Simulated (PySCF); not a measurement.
System: C4H3N2 (charge -1, singlet). It need not be the lowest isomer of its formula. Whether it binds its extra electron was not tested at this geometry. SMILES: [c-]1cnccn1
Geometry from a B3LYP-D3(BJ)/def2-TZVP (Ansatz) optimisation:
```xyz
9

C      1.0030    -1.1016    -0.0208
C      1.2842     0.2991    -0.0543
N      0.4182     1.3192    -0.0375
C     -0.8696     0.9607     0.0179
C     -1.2328    -0.3750     0.0536
N     -0.3511    -1.3792     0.0359
H      2.3306     0.6089    -0.0997
H     -1.6174     1.7536     0.0339
H     -2.2926    -0.6411     0.0987
```
Charge -1, spin multiplicity 1.

Dispersion corrections to the total energy (kcal/mol) from the dftd3 and dftd4 libraries through PySCF: D3(BJ) without and D4 with the three-body term, each with the damping fitted for the functional named.

| functional | D3(BJ) | D4 |
|---|---|---|
| BLYP | -11.02 | -13.64 |
| LC-wPBE | -4.68 | -6.59 |
| B2GP-PLYP | -3.06 | -2.44 |
| CAM-B3LYP | ? | -4.92 |
| TPSS | -6.43 | -8.11 |
| HF | -44.51 | ? |
| PW6B95 | -2.41 | ? |

**Question.** What belongs in the gaps?

**Answer.** 
- CAM-B3LYP, D3(BJ): -3.82
- HF, D4: -23.61
- PW6B95, D4: -5.28
